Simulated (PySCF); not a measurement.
O3.

```xyz
3

O      0.0000     1.0634     0.2113
O      0.0000     0.0000    -0.4227
O      0.0000    -1.0634     0.2113
```
Charge 0, spin multiplicity 1.

The structure is a stationary point at PBE0-D3(BJ)/def2-TZVP. The molecule may have multireference character, which single-reference levels describe poorly.

Calculation: PySCF with PBE0/pcSseg-2. Non-relativistic, no solvent.

Computed absolute GIAO shielding of each atom: isotropic value and principal components (ppm):
| atom | σ(iso) | σ11 | σ22 | σ33 | span |
|---|---|---|---|---|---|
| O1 | -1477.8 | -3033.6 | -1354.6 | -45.3 | 2988.4 |
| O2 | -1075.6 | -2533.7 | -744.6 | 51.4 | 2585.1 |
| O3 | -1477.8 | -3033.6 | -1354.6 | -45.3 | 2988.4 |
